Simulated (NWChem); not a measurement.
The numbers come from NWChem runs, not from measurements. System: fluorine (F2), charge 0, spin multiplicity 1, at a geometry optimised with PBE0/def2-SVP. Level: EOM-CCSD/def2-SVPD, 2 core orbitals frozen.

Job file:

```
start mol
memory heap 100 mb stack 700 mb global 1900 mb
geometry units angstroms nocenter noautoz
  F      0.000000     0.000000     0.688226
  F      0.000000     0.000000    -0.688226
  symmetry group D2h
end
basis spherical
  * library def2-svpd
end
scf
  rhf
  nopen 0
  maxiter 100
  thresh 1e-7
  semidirect memsize 60000000 filesize 0
end
tce
  freeze core 2
  ccsd
  nroots 1
  2eorb
  2emet 13
  thresh 1e-5
  maxiter 200
  tilesize 24
end
task tce energy
```

Output (cleaned and shortened):

```
             Northwest Computational Chemistry Package (NWChem) 7.3.0
             --------------------------------------------------------

                                NWChem Input Module
                                -------------------

 Scaling coordinates for geometry "geometry" by  1.889725989
 (inverse scale =  0.529177249)

 Turning off AUTOSYM since
 SYMMETRY directive was detected!

                             Geometry "geometry" -> ""
                             -------------------------

 Output coordinates in angstroms (scale by  1.889725989 to convert to a.u.)

  No.       Tag          Charge          X              Y              Z
 ---- ---------------- ---------- -------------- -------------- --------------
    1 F                    9.0000     0.00000000     0.00000000     0.68822600
    2 F                    9.0000     0.00000000     0.00000000    -0.68822600

 Effective nuclear repulsion energy (a.u.)      31.1404663359

            Nuclear Dipole moment (a.u.)
            ----------------------------
        X                 Y               Z
 ---------------- ---------------- ----------------
     0.0000000000     0.0000000000     0.0000000000

      Symmetry information
      --------------------

 Group name             D2h
 Group number             26
 Group order               8
 No. of unique centers     1

      Symmetry unique atoms

     1


 Summary of "ao basis" -> "" (spherical)
 ------------------------------------------------------------------------------
       Tag                 Description            Shells   Functions and Types
 ---------------- ------------------------------  ------  ---------------------
 *                         def2-svpd                  on all atoms

 Summary of "ao basis" -> "ao basis" (spherical)
 ------------------------------------------------------------------------------
       Tag                 Description            Shells   Functions and Types
 ---------------- ------------------------------  ------  ---------------------
 F                         def2-svpd                 9       23   4s3p2d

                                 NWChem SCF Module
                                 -----------------

  ao basis        = "ao basis"
  functions       =    46
  atoms           =     2
  closed shells   =     9
  open shells     =     0
  charge          =   0.00
  wavefunction    = RHF
  use symmetry    = T
  symmetry adapt  = T

 Summary of "ao basis" -> "ao basis" (spherical)
 ------------------------------------------------------------------------------
       Tag                 Description            Shells   Functions and Types
 ---------------- ------------------------------  ------  ---------------------
 F                         def2-svpd                 9       23   4s3p2d

      Symmetry analysis of basis
      --------------------------

        ag         11
        au          2
        b1g         2
        b1u        11
        b2g         5
        b2u         5
        b3g         5
        b3u         5

 Forming initial guess at       0.1s

      Superposition of Atomic Density Guess
      -------------------------------------

 Sum of atomic energies:        -198.59446708

      Non-variational initial energy
      ------------------------------

 Total energy =    -198.410687
 1-e energy   =    -340.209700
 2-e energy   =     110.658547
 HOMO         =      -0.494607
 LUMO         =      -0.167574

      Symmetry analysis of molecular orbitals - initial
      -------------------------------------------------

 !! scf_movecs_sym_adapt:   28 vectors were symmetry contaminated

  Symmetry fudging

 !! scf_movecs_sym_adapt:   28 vectors were symmetry contaminated

  Numbering of irreducible representations:

     1 ag          2 au          3 b1g         4 b1u         5 b2g
     6 b2u         7 b3g         8 b3u

  Orbital symmetries:

     1 ag          2 b1u         3 ag          4 b1u         5 ag
     6 b3u         7 b2u         8 b2g         9 b3g        10 b1u
    11 b1u        12 ag         13 b3u        14 b2u        15 b3g
    16 b2g        17 ag         18 b1u        19 ag

 Starting SCF solution at       0.2s

 ----------------------------------------------
         Quadratically convergent ROHF

 Convergence threshold     :          1.000E-07
 Maximum no. of iterations :          100
 Final Fock-matrix accuracy:          1.000E-09
 ----------------------------------------------

              iter       energy          gnorm     gmax       time
             ----- ------------------- --------- --------- --------
                 1     -198.4922262893  7.82D-01  3.66D-01      0.2
                 2     -198.5171014743  1.61D-01  1.12D-01      0.2
                 3     -198.5183944851  3.98D-02  1.41D-02      0.2
                 4     -198.5184670077  8.89D-04  4.40D-04      0.2
                 5     -198.5184670537  6.51D-08  2.16D-08      0.2

       Final RHF  results
       ------------------

         Total SCF energy =   -198.518467053746
      One-electron energy =   -339.558395404422
      Two-electron energy =    109.899462014781
 Nuclear repulsion energy =     31.140466335895

        Time for solution =      0.1s

       Symmetry analysis of molecular orbitals - final
       -----------------------------------------------

  Numbering of irreducible representations:

     1 ag          2 au          3 b1g         4 b1u         5 b2g
     6 b2u         7 b3g         8 b3u

  Orbital symmetries:

     1 ag          2 b1u         3 ag          4 b1u         5 b2u
     6 b3u         7 ag          8 b3g         9 b2g        10 b1u
[...]
 Iteration  12 using   12 trial vectors
   0.0224367842633   0.3191366812714    8.68415     3.2     3.2

 Iteration  13 using   13 trial vectors
   0.0082502694325   0.3188938090037    8.67755     3.4     3.4

 Iteration  14 using   14 trial vectors
   0.0032645346670   0.3190732978444    8.68243     3.1     3.1

 Iteration  15 using   15 trial vectors
   0.0011039335132   0.3191163824942    8.68360     3.0     3.0

 Iteration  16 using   16 trial vectors
   0.0003711315305   0.3191207784697    8.68372     3.3     3.3

 Iteration  17 using   17 trial vectors
   0.0001354330759   0.3191340756614    8.68408     3.3     3.3

 Iteration  18 using   18 trial vectors
   0.0000426999716   0.3191339603335    8.68408     3.3     3.3

 Iteration  19 using   19 trial vectors
   0.0000148171694   0.3191345702482    8.68410     2.8     2.8

 Iteration  20 using   20 trial vectors
   0.0000054887075   0.3191344859705    8.68409     3.4     3.4
 --------------------------------------------------------------
 Iterations converged
 ------------------

 Excited state root  1
 Excitation energy / hartree =        0.319134485970455
                   / eV      =        8.684094906911938
 largest EOMCCSD amplitudes: R1 and R2

 Singles contributions
    10b1u (alpha) ---     6b3u (alpha)       -0.7647439193
    11b1u (alpha) ---     6b3u (alpha)        0.4317307261

 Doubles contributions
    10b1u (alpha)    10b1u (beta ) ---     7ag  (alpha)     9b2g (beta )       -0.1943307150
    10b1u (alpha)    11b1u (beta ) ---     7ag  (alpha)     9b2g (beta )        0.1205947009
    11b1u (alpha)    10b1u (beta ) ---     7ag  (alpha)     9b2g (beta )        0.1326191521
    10b1u (alpha)    10b1u (beta ) ---     9b2g (alpha)     7ag  (beta )       -0.1943307150
    10b1u (alpha)    11b1u (beta ) ---     9b2g (alpha)     7ag  (beta )        0.1326191521
    11b1u (alpha)    10b1u (beta ) ---     9b2g (alpha)     7ag  (beta )        0.1205947009

 =========================================
 Excited-state calculation ( b2u symmetry)
 =========================================
 Dim. of EOMCC iter. space      500

 EOMCCSD SOLVER TYPE  1
  maxdiff =   0.74925410082829191

 No. of initial right vectors    1

 EOM-CCSD right-hand side iterations
 --------------------------------------------------------------
      Residuum       Omega / hartree  Omega / eV    Cpu    Wall
 --------------------------------------------------------------

 Iteration   1 using    1 trial vectors
   0.9167969333725   0.4459470722114   12.13484     4.2     4.2

 Iteration   2 using    2 trial vectors
   0.2507647163572   0.2422933263974    6.59314     2.8     2.8

 Iteration   3 using    3 trial vectors
   0.1405944638828   0.2070684347556    5.63462     3.0     3.0

 Iteration   4 using    4 trial vectors
   0.0538943946737   0.1926415289056    5.24204     3.4     3.4

 Iteration   5 using    5 trial vectors
   0.0179904422997   0.1920019140770    5.22464     3.3     3.3

 Iteration   6 using    6 trial vectors
   0.0057683715423   0.1915253736555    5.21167     3.0     3.0

 Iteration   7 using    7 trial vectors
   0.0016335753593   0.1915172236213    5.21145     3.2     3.2

 Iteration   8 using    8 trial vectors
   0.0004676312449   0.1914992096325    5.21096     3.4     3.4

 Iteration   9 using    9 trial vectors
   0.0001683809250   0.1914927233723    5.21078     3.2     3.2

 Iteration  10 using   10 trial vectors
   0.0000537968361   0.1914933780722    5.21080     3.0     3.0

 Iteration  11 using   11 trial vectors
   0.0000151598975   0.1914929105836    5.21079     3.0     3.0

 Iteration  12 using   12 trial vectors
   0.0000043600335   0.1914929348374    5.21079     2.9     2.9
 --------------------------------------------------------------
 Iterations converged
 ------------------

 Excited state root  1
 Excitation energy / hartree =        0.191492934837370
                   / eV      =        5.210790100211176
 largest EOMCCSD amplitudes: R1 and R2

 Singles contributions
    10b1u (alpha) ---     8b3g (alpha)       -0.8107807451
    11b1u (alpha) ---     8b3g (alpha)        0.4557941601

 Doubles contributions
    10b1u (alpha)    10b1u (beta ) ---     7ag  (alpha)     5b2u (beta )       -0.1276851608
    10b1u (alpha)    10b1u (beta ) ---     5b2u (alpha)     7ag  (beta )       -0.1276851608

 =========================================
 Excited-state calculation ( b3g symmetry)
 =========================================
 Dim. of EOMCC iter. space      500

 EOMCCSD SOLVER TYPE  1
  maxdiff =   0.87194380170921348

 No. of initial right vectors    1

 EOM-CCSD right-hand side iterations
 --------------------------------------------------------------
      Residuum       Omega / hartree  Omega / eV    Cpu    Wall
 --------------------------------------------------------------

 Iteration   1 using    1 trial vectors
   0.8127576342876   0.6917908876766   18.82460     4.2     4.2

 Iteration   2 using    2 trial vectors
   0.1468411514517   0.5108653347974   13.90136     2.9     2.9

 Iteration   3 using    3 trial vectors
   0.0682577463262   0.5019579498517   13.65898     3.0     3.0

 Iteration   4 using    4 trial vectors
   0.0607427627422   0.4968415512735   13.51975     3.3     3.3

 Iteration   5 using    5 trial vectors
   0.0441452692597   0.4932250788075   13.42134     3.5     3.5

 Iteration   6 using    6 trial vectors
   0.0222197858307   0.4922725520058   13.39542     3.6     3.6

 Iteration   7 using    7 trial vectors
   0.0135058480653   0.4916194318252   13.37765     3.3     3.3

 Iteration   8 using    8 trial vectors
   0.0355327266495   0.4908919121601   13.35785     3.2     3.2

 Iteration   9 using    9 trial vectors
   0.3081090015489   0.3837449087801   10.44223     3.2     3.2

 Iteration  10 using   10 trial vectors
   0.1391352022767   0.3337421342541    9.08159     3.0     3.0

 Iteration  11 using   11 trial vectors
   0.0623129923479   0.3206858254157    8.72631     3.1     3.1

 Iteration  12 using   12 trial vectors
   0.0224367842633   0.3191366812714    8.68415     3.3     3.3

 Iteration  13 using   13 trial vectors
   0.0082502694325   0.3188938090037    8.67755     3.0     3.0

 Iteration  14 using   14 trial vectors
   0.0032645346670   0.3190732978444    8.68243     3.3     3.3

 Iteration  15 using   15 trial vectors
   0.0011039335132   0.3191163824942    8.68360     3.2     3.2

 Iteration  16 using   16 trial vectors
   0.0003711315305   0.3191207784697    8.68372     3.4     3.4

 Iteration  17 using   17 trial vectors
   0.0001354330759   0.3191340756614    8.68408     3.2     3.2

 Iteration  18 using   18 trial vectors
   0.0000426999716   0.3191339603335    8.68408     3.0     3.0

 Iteration  19 using   19 trial vectors
   0.0000148171694   0.3191345702482    8.68410     3.0     3.0

 Iteration  20 using   20 trial vectors
   0.0000054887075   0.3191344859705    8.68409     3.4     3.4
 --------------------------------------------------------------
 Iterations converged
 ------------------

 Excited state root  1
 Excitation energy / hartree =        0.319134485970454
                   / eV      =        8.684094906911909
 largest EOMCCSD amplitudes: R1 and R2

 Singles contributions
    10b1u (alpha) ---     5b2u (alpha)       -0.7647439193
    11b1u (alpha) ---     5b2u (alpha)        0.4317307261

 Doubles contributions
    10b1u (alpha)    10b1u (beta ) ---     7ag  (alpha)     8b3g (beta )       -0.1943307150
    10b1u (alpha)    11b1u (beta ) ---     7ag  (alpha)     8b3g (beta )        0.1205947009
    11b1u (alpha)    10b1u (beta ) ---     7ag  (alpha)     8b3g (beta )        0.1326191521
    10b1u (alpha)    10b1u (beta ) ---     8b3g (alpha)     7ag  (beta )       -0.1943307150
    10b1u (alpha)    11b1u (beta ) ---     8b3g (alpha)     7ag  (beta )        0.1326191521
    11b1u (alpha)    10b1u (beta ) ---     8b3g (alpha)     7ag  (beta )        0.1205947009

 =========================================
 Excited-state calculation ( b3u symmetry)
 =========================================
 Dim. of EOMCC iter. space      500

 EOMCCSD SOLVER TYPE  1
  maxdiff =   0.74925410082829147

 No. of initial right vectors    1

 EOM-CCSD right-hand side iterations
 --------------------------------------------------------------
      Residuum       Omega / hartree  Omega / eV    Cpu    Wall
 --------------------------------------------------------------

 Iteration   1 using    1 trial vectors
   0.9167969333725   0.4459470722114   12.13484     4.9     4.9

 Iteration   2 using    2 trial vectors
   0.2507647163572   0.2422933263974    6.59314     2.8     2.8

 Iteration   3 using    3 trial vectors
   0.1405944638828   0.2070684347556    5.63462     2.7     2.7

 Iteration   4 using    4 trial vectors
   0.0538943946737   0.1926415289056    5.24204     2.7     2.7

 Iteration   5 using    5 trial vectors
   0.0179904422997   0.1920019140770    5.22464     2.8     2.8

 Iteration   6 using    6 trial vectors
   0.0057683715423   0.1915253736555    5.21167     2.6     2.6

 Iteration   7 using    7 trial vectors
   0.0016335753593   0.1915172236213    5.21145     2.6     2.6

 Iteration   8 using    8 trial vectors
   0.0004676312449   0.1914992096325    5.21096     2.6     2.6

 Iteration   9 using    9 trial vectors
   0.0001683809250   0.1914927233723    5.21078     2.7     2.7

 Iteration  10 using   10 trial vectors
   0.0000537968361   0.1914933780722    5.21080     2.7     2.7

 Iteration  11 using   11 trial vectors
   0.0000151598975   0.1914929105836    5.21079     2.5     2.5

 Iteration  12 using   12 trial vectors
   0.0000043600335   0.1914929348374    5.21079     2.5     2.5
 --------------------------------------------------------------
 Iterations converged
 ------------------

 Excited state root  1
 Excitation energy / hartree =        0.191492934837371
                   / eV      =        5.210790100211200
 largest EOMCCSD amplitudes: R1 and R2

 Singles contributions
    10b1u (alpha) ---     9b2g (alpha)       -0.8107807451
    11b1u (alpha) ---     9b2g (alpha)        0.4557941601

 Doubles contributions
    10b1u (alpha)    10b1u (beta ) ---     7ag  (alpha)     6b3u (beta )       -0.1276851608
    10b1u (alpha)    10b1u (beta ) ---     6b3u (alpha)     7ag  (beta )       -0.1276851608

 Task  times  cpu:      475.1s     wall:      475.1s

 Total times  cpu:      475.2s     wall:      475.2s
```
